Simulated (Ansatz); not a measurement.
Working through vertical spin-state energies of CH7BO, SMILES [BH3-][OH+]C

Computed with the Python package of Ansatz (0.2.0).

Typed at the interpreter:
```pycon
>>> import ansatz as az
>>> from ase import Atoms
>>> atoms = Atoms(["B", "O", "C", "H", "H", "H", "H", "H", "H", "H"], positions=[
...     [-0.8795, 0.3512, -0.6408],
...     [0.5154, 0.0581, -0.546],
...     [0.7311, -0.5882, 0.6712],
...     [-1.5144, -0.5875, -0.6511],
...     [-1.1225, 0.9512, -1.7031],
...     [-1.2747, 1.1311, 0.236],
...     [1.016, 0.9362, -0.4858],
...     [0.2622, -1.5453, 0.733],
...     [0.4994, 0.0629, 1.6047],
...     [1.8502, -0.8208, 0.7849],
... ])
>>> mol = az.Crystal.molecule_from_ase(atoms)
>>> setup = (
...     mol.calculation()
...     .basis(gaussian="def2-SVP")
...     .functional("pbe0")
... )
>>> found = {}
>>> for unpaired in [0, 2]:
...     r = setup.spin("collinear", total=unpaired).run().report
...     s = unpaired / 2
...     found[unpaired] = r["free_energy_ev"]
...     print(f"2S+1 = {unpaired + 1}: E = {found[unpaired]:.5f} eV, <S^2> = {abs(r['mean_field']['state']['spin_squared']):.3f} (pure state {s * (s + 1):.2f})")
...
2S+1 = 1: E = -3865.11835 eV, <S^2> = 0.000 (pure state 0.00)
2S+1 = 3: E = -3858.94871 eV, <S^2> = 2.006 (pure state 2.00)
>>> lowest = min(found, key=found.get)
>>> for unpaired, e in found.items():
...     print(f"multiplicity {unpaired + 1}: {23.060548 * (e - found[lowest]):.1f} kcal/mol above the lowest")
...
multiplicity 1: 0.0 kcal/mol above the lowest
multiplicity 3: 142.3 kcal/mol above the lowest
```

In order: multiplicity 1 (+0.00 eV) and multiplicity 3 (+6.17 eV), all at the one geometry.

What to keep in mind:
- Total energies depend on the basis set; only differences at equal settings carry meaning.
- The geometry is a force-field or estimated start, not a minimum of this method, and the basis set is short of its limit. All parts are taken at fixed geometry, without zero-point energy.
- Wall time of the script: 5.9 s on 1 thread of Arm Neoverse V2, on a shared host, peak memory 0.23 GiB.

(Lines on the test bed's own set-up are left out of the output.)
